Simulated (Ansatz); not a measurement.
We consider HgS (P3₂21, No. 154), described by PBE-D3(BJ) (Ansatz, a quantum-chemistry and plane-wave program, PAW).

Numerical settings: plane-wave cutoff 520 eV, 12×12×4 k mesh (along the axes of the cell as run), Fermi–Dirac smearing 0.01 eV, scalar-relativistic PAW data made under PBE.

Properties against volume:

Shape and atoms are relaxed at each volume.

```tsv
V (Å³/atom)	P (GPa)	direct gap at Γ (eV)	smallest gap on the k mesh (eV)	c (Å)
22.817	1.05	1.149	1.108	9.435
23.292	0.47	1.221	1.187	9.475
23.767	-0.01	1.294	1.265	9.505
24.243	-0.40	1.369	1.343	9.536
24.718	-0.72	1.441	1.415	9.572
```

A straight line through the gaps at Γ against ln V gives a volume deformation potential dE_g(Γ)/d ln V of 3.7 eV: the gap at Γ narrows under compression.

Note: the bulk modulus comes from volumes at which shape and atoms were relaxed.

Spin–orbit coupling is not included.
